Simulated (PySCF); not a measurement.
**Hydroxyfluoroborane (BFH2O): NMR shifts in gas and solvents**

Aim: compute the NMR shifts of Hydroxyfluoroborane (BFH2O) (`OBF`), and see what a dielectric continuum does where one was used.

Programs: PySCF 2.14.0, with density-fitted response routines of our own. Each step states its level of theory. These are calculated values for one molecule, in the gas phase or a continuum, unless marked as measured. Atoms count from 0, in the outputs and in this text.

### Step 1. The starting structure

5 atoms, charge 0, multiplicity 1; geometry from: GFN2-xTB. The atoms were then displaced at random by about 0.01 Å, so the start is not that level's minimum.

Bonds of the start (Å): O0–B1 1.35, B1–F2 1.34, O0–H3 0.99, B1–H4 1.17.

### Step 2. Relaxing the molecule at PBE0-D3(BJ)/def2-TZVP

What the job is given:

```
{"job": {"xc": "PBE0", "basis": "def2-TZVP", "d3": "d3bj", "grid": 2, "shake": 0.01, "kind": "geom"}, "charge": 0, "multiplicity": 1}
O      0.926300    -0.406760     0.005280
B     -0.396040    -0.136450    -0.000700
F     -0.842210     1.128740    -0.035210
H      1.523410     0.382320    -0.022440
H     -1.177880    -1.001820     0.015170
```

The run is started by

```
OMP_NUM_THREADS=1 python probes_run.py task.json out
```

This one command runs all jobs of the session in turn.

Log:

```text
step   0  E = -201.10263949  max force = 0.018801
step   1  E = -201.10142509  max force = 0.012053
step   2  E = -201.10311895  max force = 0.009704
step   3  E = -201.10262848  max force = 0.014826
step   4  E = -201.10388880  max force = 0.000980
step   5  E = -201.10389236  max force = 0.000925
step   6  E = -201.10389442  max force = 0.000396
optimisation converged
```

Run time: 26 s. Hardware: 1 thread of Arm Neoverse N1, shared host; peak memory 0.42 GiB.

The steps of the relaxation: (the energy doesn't fall at every step)

```
step  energy from step 0 (eV)  largest force component (eV/Å)
   0                   0.0000                          0.9668
   1                   0.0330                          0.6198
   2                  -0.0130                          0.4990
   3                   0.0003                          0.7624
   4                  -0.0340                          0.0504
   5                  -0.0341                          0.0476
   6                  -0.0341                          0.0204
```

Distances of close pairs at the start and the end, largest changes first:

```
 bond  before (Å)  after (Å)  change (Å)
O0–H3       0.990      0.963      -0.027
B1–H4       1.166      1.192      +0.025
B1–F2       1.342      1.332      -0.010
O0–B1       1.350      1.344      -0.005
```

The final coordinates are the input of the step that follows.

```
                         at the end point                  value
  point group (found at 0.08 Å tolerance)                     Cs
rotational constants (GHz, main isotopes)  64.152, 10.515, 9.034
                        dipole moment (D)                   1.08
```

### Step 3. Nuclear shieldings: PBE0/pcSseg-2

What the job is given:

```
{"job": {"kind": "nmr", "xc": "PBE0", "basis": "pcSseg-2"}, "charge": 0, "multiplicity": 1}
O      1.006397    -0.107610    -0.000697
B     -0.331027    -0.243723    -0.010805
F     -1.113490     0.834095    -0.014622
H      1.294506     0.811600     0.001160
H     -0.824758    -1.328119    -0.012059
```

With the program's defaults for keys left out, this is: GIAO PBE0/pcSseg-2 NMR shielding, non-relativistic, gas phase.

Log:

```text
coarse grid: 4504 points
cycle   1  E = -201.0178298598  dE =  2.654e-01  |g| = 7.352e-01  |ddm| = 1.387e+00
cycle   2  E = -200.9161240750  dE =  1.017e-01  |g| = 1.077e+00  |ddm| = 7.174e-01
cycle   3  E = -201.1061848182  dE = -1.901e-01  |g| = 6.486e-02  |ddm| = 4.291e-01
cycle   4  E = -201.1067555928  dE = -5.708e-04  |g| = 4.002e-02  |ddm| = 4.224e-02
cycle   5  E = -201.1069801071  dE = -2.245e-04  |g| = 7.388e-03  |ddm| = 1.559e-02
cycle   6  E = -201.1069892775  dE = -9.170e-06  |g| = 1.203e-03  |ddm| = 4.377e-03
final grid: 44768 points
cycle   7  E = -201.1034371762  dE = -7.768e-05  |g| = 6.242e-03  |ddm| = 2.670e-02
cycle   8  E = -201.1034286776  dE =  8.499e-06  |g| = 9.512e-03  |ddm| = 5.649e-03
cycle   9  E = -201.1034428120  dE = -1.413e-05  |g| = 4.559e-04  |ddm| = 3.546e-03
cycle  10  E = -201.1034428463  dE = -3.427e-08  |g| = 1.442e-04  |ddm| = 2.939e-04
cycle  11  E = -201.1034428499  dE = -3.611e-09  |g| = 3.992e-05  |ddm| = 8.768e-05
cycle  12  E = -201.1034428501  dE = -2.042e-10  |g| = 1.323e-05  |ddm| = 1.884e-05
converged SCF energy = -201.1034428501

GIAO shielding tensors (ppm)
atom      isotropic    diamagn.    paramagn.     s11        s22        s33       span
  0 O      196.225     386.417    -190.191     64.930    257.879    265.867    200.938
  1 B       74.368     194.005    -119.637     54.032     81.382     87.691     33.660
  2 F      253.571     469.741    -216.171     94.379    288.916    377.416    283.037
  3 H       27.179      30.988      -3.809     22.525     23.132     35.879     13.353
  4 H       27.098      28.713      -1.615     24.591     26.578     30.124      5.533
```

Wall time 10 s (1 thread of Arm Neoverse N1, shared host); peak memory 0.47 GiB.

The references, computed at this level on geometries of the same kind, shield at (ppm): 1H TMS 31.52, 19F CFCl3 174.3, 17O H2O 329.5, 11B BF3·OEt2 98.7. Their shielding less the atom's gives the shift. The references are single molecules in the gas phase, so shifts against H2O, NH3, PH3, H3PO4 or CFCl3 are not on the usual liquid scales and can be off by tens of ppm.

```
atoms                         environment  σ (ppm)  δ (ppm)
   H4  hydrogen on a boron bonded to F, O    27.10     4.43
   H3   hydrogen on an oxygen bonded to B    27.18     4.34
   O0               oxygen bonded to B, H    196.2    133.3
   B1             boron bonded to F, O, H     74.4     24.3
   F2                fluorine bonded to B    253.6    -79.3
```

Charges from the same density, by scheme (e):

```
atoms  Mulliken    IAO  Hirshfeld  ESP fit
   O0     -0.41  -0.55      -0.25    -0.66
   B1      0.62   0.52       0.26     0.66
   F2     -0.35  -0.34      -0.16    -0.32
```

Mayer bond orders: O0–B1 1.25, B1–F2 1.03.

The fields below are evaluated on a grid from the run's orbitals.

Frontier orbitals at PBE0/pcSseg-2, with the share of their density that lies nearest to each atom:

```
orbital  energy (eV)                    lies on
   HOMO       -10.47  H4 51 %; F2 28 %; B1 13 %
   LUMO         0.29  B1 46 %; H4 24 %; F2 14 %
```

ELF in a plane through or near 5 of the atoms.

Ten even steps from ' ' (0.00) to '@' (1.00):
```
                                                        
                                                        
                                                        
                              ....                      
                        ::--==++++==--..                
                      ..==##%%%%%%%%**==::              
                      ..++%%%%++::%%%%++::              
            ..====::    ..**##++##%%**--                
            --%%%%##--..  --**%%##**--..                
          ..++@@@@@@##**++--..==  ::------..            
            --%%@@@@##++%%##==**..%%@@@@@@%%++..        
            ..==####++==**##----@@@@@@@@@@@@%%::        
              --##%%%%####++::==@@@@@@@@@@@@%%::        
              --**%%%%%%**--  ..##@@@@@@@@@@++          
              ..--++**++--      --%%@@@@@@++            
                  ......          ::----..              
                                                        
                                                        
                                                        
                                                        
```
The map spans 8.2 Å across and 7.7 Å up, centred on the molecule. Atoms in the plane (x, y in Å): O0 (-0.8, -0.6), B1 (0.4, 0.0), F2 (0.6, 1.3), H3 (-1.5, 0.1), H4 (1.4, -0.8).

log10 of the density (e/Å³) in the same plane.

Values, 10 rows by 14 columns:
```
-4.0 -4.0 -4.0 -4.0 -4.0 -4.0 -4.0 -4.0 -4.0 -4.0 -4.0 -4.0 -4.0 -4.0
-4.0 -4.0 -4.0 -4.0 -4.0 -3.4 -2.8 -2.4 -2.4 -2.6 -3.2 -4.0 -4.0 -4.0
-4.0 -4.0 -4.0 -4.0 -3.3 -2.5 -1.6 -0.9 -0.7 -1.2 -2.1 -3.3 -4.0 -4.0
-4.0 -4.0 -3.6 -2.8 -2.2 -1.8 -0.7  0.7  1.7  0.0 -1.4 -2.8 -4.0 -4.0
-4.0 -4.0 -2.8 -1.8 -0.8 -0.7 -0.6  0.2  0.4 -0.4 -1.5 -2.6 -3.6 -4.0
-4.0 -3.8 -2.6 -1.4  0.1  0.6  0.5  0.6  0.3 -0.1 -0.8 -2.0 -3.0 -4.0
-4.0 -4.0 -2.9 -1.8 -0.4  0.6  0.4 -0.4 -0.3  0.1 -0.6 -1.9 -2.9 -3.9
-4.0 -4.0 -3.5 -2.5 -1.6 -1.1 -1.3 -1.7 -1.6 -1.4 -1.8 -2.6 -3.4 -4.0
-4.0 -4.0 -4.0 -3.7 -3.0 -2.8 -2.9 -3.1 -3.1 -3.0 -3.2 -3.7 -4.0 -4.0
-4.0 -4.0 -4.0 -4.0 -4.0 -4.0 -4.0 -4.0 -4.0 -4.0 -4.0 -4.0 -4.0 -4.0
```
The map spans 8.2 Å across and 7.7 Å up, centred on the molecule. Atoms in the plane (x, y in Å): O0 (-0.8, -0.6), B1 (0.4, 0.0), F2 (0.6, 1.3), H3 (-1.5, 0.1), H4 (1.4, -0.8).

On the surface of density 0.002 e/bohr³ the electrostatic potential runs, from the 1st to the 99th percentile, from -1.03 V near O0 to 2.83 V near H3.

### Step 4. Nuclear shieldings: KT3/pcSseg-2

What the job is given:

```
{"job": {"kind": "nmr", "xc": "KT3", "basis": "pcSseg-2", "pop": false}, "charge": 0, "multiplicity": 1}
O      1.006397    -0.107610    -0.000697
B     -0.331027    -0.243723    -0.010805
F     -1.113490     0.834095    -0.014622
H      1.294506     0.811600     0.001160
H     -0.824758    -1.328119    -0.012059
```

Level: GIAO KT3/pcSseg-2 NMR shielding, non-relativistic, gas phase.

Log:

```text
coarse grid: 4504 points
cycle   1  E = -203.7608788455  dE =  3.155e-01  |g| = 9.587e-01  |ddm| = 1.372e+00
cycle   2  E = -203.3248774501  dE =  4.360e-01  |g| = 1.793e+00  |ddm| = 1.298e+00
cycle   3  E = -203.9079312169  dE = -5.831e-01  |g| = 1.431e-01  |ddm| = 9.464e-01
cycle   4  E = -203.9107849392  dE = -2.854e-03  |g| = 1.055e-01  |ddm| = 1.157e-01
cycle   5  E = -203.9124807448  dE = -1.696e-03  |g| = 2.295e-02  |ddm| = 4.928e-02
cycle   6  E = -203.9125860543  dE = -1.053e-04  |g| = 3.613e-03  |ddm| = 1.602e-02
cycle   7  E = -203.9125887558  dE = -2.702e-06  |g| = 7.768e-04  |ddm| = 2.893e-03
final grid: 44768 points
cycle   8  E = -203.9161269357  dE = -2.136e-04  |g| = 2.814e-02  |ddm| = 4.944e-02
cycle   9  E = -203.9157593585  dE =  3.676e-04  |g| = 5.547e-02  |ddm| = 3.297e-02
cycle  10  E = -203.9162388821  dE = -4.795e-04  |g| = 3.429e-03  |ddm| = 2.325e-02
cycle  11  E = -203.9162408384  dE = -1.956e-06  |g| = 1.240e-03  |ddm| = 1.783e-03
cycle  12  E = -203.9162410867  dE = -2.482e-07  |g| = 1.636e-04  |ddm| = 5.495e-04
cycle  13  E = -203.9162410926  dE = -5.972e-09  |g| = 3.731e-05  |ddm| = 1.481e-04
cycle  14  E = -203.9162410929  dE = -3.223e-10  |g| = 3.512e-06  |ddm| = 3.076e-05
converged SCF energy = -203.9162410929

GIAO shielding tensors (ppm)
atom      isotropic    diamagn.    paramagn.     s11        s22        s33       span
  0 O      195.624     385.578    -189.954     72.600    256.118    258.155    185.554
  1 B       77.179     194.591    -117.411     60.202     84.357     86.978     26.775
  2 F      247.435     470.952    -223.517     91.484    289.803    361.017    269.533
  3 H       27.450      31.344      -3.893     23.213     23.317     35.822     12.609
  4 H       27.303      28.893      -1.590     24.869     26.762     30.278      5.409
```

Wall time 9.1 s (1 thread of Arm Neoverse N1, shared host); peak memory 0.46 GiB.

In short: δ O0 129.7, B1 21.1, F2 -102.0, H4 4.33, H3 4.18 ppm.

### Step 5. Shielding tensors: wB97X-D/pcSseg-2

What the job is given:

```
{"job": {"kind": "nmr", "xc": "wB97X-D", "basis": "pcSseg-2", "pop": false}, "charge": 0, "multiplicity": 1}
O      1.006397    -0.107610    -0.000697
B     -0.331027    -0.243723    -0.010805
F     -1.113490     0.834095    -0.014622
H      1.294506     0.811600     0.001160
H     -0.824758    -1.328119    -0.012059
```

Method: GIAO wB97X-D/pcSseg-2 NMR shielding, non-relativistic, gas phase.

Log:

```text
coarse grid: 4504 points
cycle   1  E = -201.1618335660  dE =  2.738e-01  |g| = 7.741e-01  |ddm| = 1.355e+00
cycle   2  E = -201.1501492787  dE =  1.168e-02  |g| = 8.749e-01  |ddm| = 6.081e-01
cycle   3  E = -201.2638570111  dE = -1.137e-01  |g| = 3.614e-02  |ddm| = 3.001e-01
cycle   4  E = -201.2641107117  dE = -2.537e-04  |g| = 2.148e-02  |ddm| = 3.120e-02
cycle   5  E = -201.2641757029  dE = -6.499e-05  |g| = 8.935e-03  |ddm| = 1.140e-02
cycle   6  E = -201.2641883165  dE = -1.261e-05  |g| = 1.197e-03  |ddm| = 5.199e-03
cycle   7  E = -201.2641886718  dE = -3.553e-07  |g| = 1.122e-04  |ddm| = 1.358e-03
final grid: 44768 points
cycle   8  E = -201.2585185974  dE = -9.307e-05  |g| = 6.254e-03  |ddm| = 2.992e-02
cycle   9  E = -201.2585169405  dE =  1.657e-06  |g| = 7.143e-03  |ddm| = 4.617e-03
cycle  10  E = -201.2585239552  dE = -7.015e-06  |g| = 3.789e-04  |ddm| = 2.376e-03
cycle  11  E = -201.2585239839  dE = -2.867e-08  |g| = 1.301e-04  |ddm| = 3.536e-04
cycle  12  E = -201.2585239865  dE = -2.637e-09  |g| = 4.918e-05  |ddm| = 8.332e-05
cycle  13  E = -201.2585239870  dE = -4.932e-10  |g| = 8.917e-06  |ddm| = 4.242e-05
converged SCF energy = -201.2585239870

GIAO shielding tensors (ppm)
atom      isotropic    diamagn.    paramagn.     s11        s22        s33       span
  0 O      201.525     385.371    -183.847     74.644    261.696    268.235    193.591
  1 B       75.662     194.254    -118.591     55.807     83.110     88.070     32.262
  2 F      261.314     468.426    -207.112    105.602    295.068    383.272    277.671
  3 H       27.359      30.915      -3.557     22.549     23.308     36.219     13.669
  4 H       27.276      28.771      -1.495     24.748     26.743     30.337      5.589
```

It took 7.8 s on 1 thread of Arm Neoverse N1, shared host; peak memory 0.54 GiB.

Key values: δ O0 126.7, B1 23.9, F2 -76.4, H4 4.36, H3 4.28 ppm.

### Step 6. Shielding tensors: B97-2/pcSseg-2

What the job is given:

```
{"job": {"kind": "nmr", "xc": "B97-2", "basis": "pcSseg-2", "pop": false}, "charge": 0, "multiplicity": 1}
O      1.006397    -0.107610    -0.000697
B     -0.331027    -0.243723    -0.010805
F     -1.113490     0.834095    -0.014622
H      1.294506     0.811600     0.001160
H     -0.824758    -1.328119    -0.012059
```

Level: GIAO B97-2/pcSseg-2 NMR shielding, non-relativistic, gas phase.

Log:

```text
coarse grid: 4504 points
cycle   1  E = -201.1538129639  dE =  2.698e-01  |g| = 7.854e-01  |ddm| = 1.386e+00
cycle   2  E = -201.0256191741  dE =  1.282e-01  |g| = 1.173e+00  |ddm| = 7.786e-01
cycle   3  E = -201.2537287135  dE = -2.281e-01  |g| = 6.953e-02  |ddm| = 4.789e-01
cycle   4  E = -201.2544055898  dE = -6.769e-04  |g| = 4.376e-02  |ddm| = 4.723e-02
cycle   5  E = -201.2546768839  dE = -2.713e-04  |g| = 8.289e-03  |ddm| = 1.727e-02
cycle   6  E = -201.2546886216  dE = -1.174e-05  |g| = 1.357e-03  |ddm| = 4.850e-03
cycle   7  E = -201.2546889564  dE = -3.347e-07  |g| = 2.314e-04  |ddm| = 7.766e-04
final grid: 44768 points
cycle   8  E = -201.2509824211  dE = -9.294e-05  |g| = 1.005e-02  |ddm| = 2.939e-02
cycle   9  E = -201.2509653815  dE =  1.704e-05  |g| = 1.471e-02  |ddm| = 8.951e-03
cycle  10  E = -201.2509957188  dE = -3.034e-05  |g| = 9.895e-04  |ddm| = 5.500e-03
cycle  11  E = -201.2509958650  dE = -1.462e-07  |g| = 4.419e-04  |ddm| = 5.922e-04
cycle  12  E = -201.2509958951  dE = -3.002e-08  |g| = 9.830e-05  |ddm| = 1.792e-04
cycle  13  E = -201.2509958969  dE = -1.869e-09  |g| = 9.976e-06  |ddm| = 5.657e-05
cycle  14  E = -201.2509958969  dE = -1.876e-11  |g| = 1.210e-06  |ddm| = 5.721e-06
converged SCF energy = -201.2509958969

GIAO shielding tensors (ppm)
atom      isotropic    diamagn.    paramagn.     s11        s22        s33       span
  0 O      200.615     386.680    -186.065     74.732    260.858    266.256    191.524
  1 B       76.455     194.242    -117.786     57.378     83.928     88.060     30.681
  2 F      260.035     470.101    -210.067    105.481    295.490    379.133    273.652
  3 H       27.384      31.102      -3.718     22.681     23.342     36.128     13.448
  4 H       27.297      28.842      -1.545     24.791     26.759     30.340      5.548
```

Wall time 6.5 s (1 thread of Arm Neoverse N1, shared host); peak memory 0.47 GiB.

This run: δ O0 127.0, B1 23.3, F2 -84.1, H4 4.34, H3 4.25 ppm.

### Step 7. NMR shieldings: WP04/pcSseg-2 in chloroform

What the job is given:

```
{"job": {"kind": "nmr", "xc": "WP04", "basis": "pcSseg-2", "pop": false, "solvent": "chloroform"}, "charge": 0, "multiplicity": 1}
O      1.006397    -0.107610    -0.000697
B     -0.331027    -0.243723    -0.010805
F     -1.113490     0.834095    -0.014622
H      1.294506     0.811600     0.001160
H     -0.824758    -1.328119    -0.012059
```

Level: GIAO WP04/pcSseg-2 NMR shielding, non-relativistic, IEF-PCM chloroform.

Log:

```text
coarse grid: 4504 points
cycle   1  E = -205.0073222179  dE =  3.152e-01  |g| = 1.178e+00  |ddm| = 1.386e+00
cycle   2  E = -204.6140033696  dE =  3.933e-01  |g| = 1.887e+00  |ddm| = 1.137e+00
cycle   3  E = -205.2113250342  dE = -5.973e-01  |g| = 1.427e-01  |ddm| = 7.837e-01
cycle   4  E = -205.2141187714  dE = -2.794e-03  |g| = 9.314e-02  |ddm| = 9.007e-02
cycle   5  E = -205.2153310694  dE = -1.212e-03  |g| = 1.590e-02  |ddm| = 3.451e-02
cycle   6  E = -205.2153775374  dE = -4.647e-05  |g| = 2.375e-03  |ddm| = 9.201e-03
cycle   7  E = -205.2153785678  dE = -1.030e-06  |g| = 3.506e-04  |ddm| = 1.281e-03
final grid: 44768 points
cycle   8  E = -205.2098588733  dE = -1.486e-04  |g| = 4.850e-03  |ddm| = 3.553e-02
cycle   9  E = -205.2098570840  dE =  1.789e-06  |g| = 5.827e-03  |ddm| = 3.757e-03
cycle  10  E = -205.2098615139  dE = -4.430e-06  |g| = 1.023e-03  |ddm| = 2.261e-03
cycle  11  E = -205.2098616512  dE = -1.373e-07  |g| = 3.052e-04  |ddm| = 5.015e-04
cycle  12  E = -205.2098616656  dE = -1.446e-08  |g| = 1.190e-04  |ddm| = 1.582e-04
cycle  13  E = -205.2098616680  dE = -2.319e-09  |g| = 1.921e-05  |ddm| = 5.220e-05
cycle  14  E = -205.2098616680  dE = -6.833e-11  |g| = 1.490e-06  |ddm| = 9.690e-06
converged SCF energy = -205.2098616680

GIAO shielding tensors (ppm)
atom      isotropic    diamagn.    paramagn.     s11        s22        s33       span
  0 O      199.978     387.961    -187.983     71.829    258.809    269.296    197.466
  1 B       69.451     192.994    -123.544     48.037     79.191     81.124     33.087
  2 F      275.379     472.482    -197.103    126.791    310.029    389.317    262.526
  3 H       26.764      30.220      -3.456     21.620     22.905     35.767     14.147
  4 H       27.947      29.265      -1.318     25.494     27.501     30.846      5.352
```

Wall time 6.9 s (1 thread of Arm Neoverse N1, shared host); peak memory 0.47 GiB.

This run: δ O0 123.4, B1 24.7, F2 -96.4, H3 5.11, H4 3.92 ppm.

### Step 8. NMR shieldings: wB97X-D/pcSseg-2 in chloroform

What the job is given:

```
{"job": {"kind": "nmr", "xc": "wB97X-D", "basis": "pcSseg-2", "pop": false, "solvent": "chloroform"}, "charge": 0, "multiplicity": 1}
O      1.006397    -0.107610    -0.000697
B     -0.331027    -0.243723    -0.010805
F     -1.113490     0.834095    -0.014622
H      1.294506     0.811600     0.001160
H     -0.824758    -1.328119    -0.012059
```

With the program's defaults for keys left out, this is: GIAO wB97X-D/pcSseg-2 NMR shielding, non-relativistic, IEF-PCM chloroform.

Log:

```text
coarse grid: 4504 points
cycle   1  E = -201.1694228372  dE =  2.663e-01  |g| = 7.656e-01  |ddm| = 1.355e+00
cycle   2  E = -201.1595391134  dE =  9.884e-03  |g| = 8.589e-01  |ddm| = 5.800e-01
cycle   3  E = -201.2685741721  dE = -1.090e-01  |g| = 3.414e-02  |ddm| = 2.880e-01
cycle   4  E = -201.2688199768  dE = -2.458e-04  |g| = 1.976e-02  |ddm| = 3.181e-02
cycle   5  E = -201.2688757760  dE = -5.580e-05  |g| = 8.650e-03  |ddm| = 1.101e-02
cycle   6  E = -201.2688876871  dE = -1.191e-05  |g| = 1.105e-03  |ddm| = 4.952e-03
cycle   7  E = -201.2688880448  dE = -3.577e-07  |g| = 1.246e-04  |ddm| = 1.627e-03
final grid: 44768 points
cycle   8  E = -201.2631750269  dE = -9.335e-05  |g| = 6.199e-03  |ddm| = 3.006e-02
cycle   9  E = -201.2631736989  dE =  1.328e-06  |g| = 6.988e-03  |ddm| = 4.570e-03
cycle  10  E = -201.2631803384  dE = -6.639e-06  |g| = 3.589e-04  |ddm| = 2.248e-03
cycle  11  E = -201.2631803667  dE = -2.830e-08  |g| = 1.234e-04  |ddm| = 3.515e-04
cycle  12  E = -201.2631803692  dE = -2.442e-09  |g| = 5.181e-05  |ddm| = 8.480e-05
cycle  13  E = -201.2631803697  dE = -5.427e-10  |g| = 9.531e-06  |ddm| = 4.297e-05
converged SCF energy = -201.2631803697

GIAO shielding tensors (ppm)
atom      isotropic    diamagn.    paramagn.     s11        s22        s33       span
  0 O      202.931     386.257    -183.326     71.037    262.622    275.134    204.097
  1 B       75.672     193.997    -118.325     54.879     84.282     87.855     32.975
  2 F      266.397     468.966    -202.569    113.396    298.691    387.104    273.708
  3 H       26.573      30.292      -3.719     21.410     22.475     35.835     14.426
  4 H       27.288      28.761      -1.473     24.739     26.768     30.359      5.621
```

It took 8 s on 1 thread of Arm Neoverse N1, shared host; peak memory 0.54 GiB.

Key values: δ O0 132.2, B1 24.3, F2 -79.2, H3 5.04, H4 4.33 ppm.

### Step 9. Comparing the runs: NMR shifts

Shifts (ppm), with basis size and wall time:

```
                           run    H4    H3     O0    B1      F2  functions   time
                 PBE0/pcSseg-2  4.43  4.34  133.3  24.3   -79.3        136   10 s
                  KT3/pcSseg-2  4.33  4.18  129.7  21.1  -102.0        136  9.1 s
              wB97X-D/pcSseg-2  4.36  4.28  126.7  23.9   -76.4        136  7.8 s
                B97-2/pcSseg-2  4.34  4.25  127.0  23.3   -84.1        136  6.5 s
   WP04/pcSseg-2 in chloroform  3.92  5.11  123.4  24.7   -96.4        136  6.9 s
wB97X-D/pcSseg-2 in chloroform  4.33  5.04  132.2  24.3   -79.2        136    8 s
```

### Step 10. Summary of results

| quantity | value |
| --- | --- |
| point group | Cs |
| rotational constants (main isotopes) | 64.15, 10.51, 9.03 GHz |
| 1H shifts against TMS (PBE0/pcSseg-2) | 4.43, 4.34 ppm |
| 17O shifts against H2O (PBE0/pcSseg-2) | 133.3 ppm |
| 11B shifts against BF3·OEt2 (PBE0/pcSseg-2) | 24.3 ppm |
| 19F shifts against CFCl3 (PBE0/pcSseg-2) | -79.3 ppm |
| surface potential, 1st and 99th percentile | -1.03 V and 2.83 V |
| range of the shift of O0 (wB97X-D/pcSseg-2 runs) | 126.7 to 132.2 ppm |

In words: Over 6 steps the energy fell by 0.034 eV; of the close pairs, O0–H3 changed most, 0.990 to 0.963 Å. No frequency check was run at this level, so the end point may be a saddle. At PBE0/pcSseg-2: The widest tensor belongs to F2: span 283 ppm, with a paramagnetic part of -216 ppm. At one level, wB97X-D/pcSseg-2: Across the 2 runs the shift of O0 moves most, between 126.7 (wB97X-D/pcSseg-2) and 132.2 ppm (wB97X-D/pcSseg-2 in chloroform). Most of that comes from the computed reference, not from the atom's own shielding.
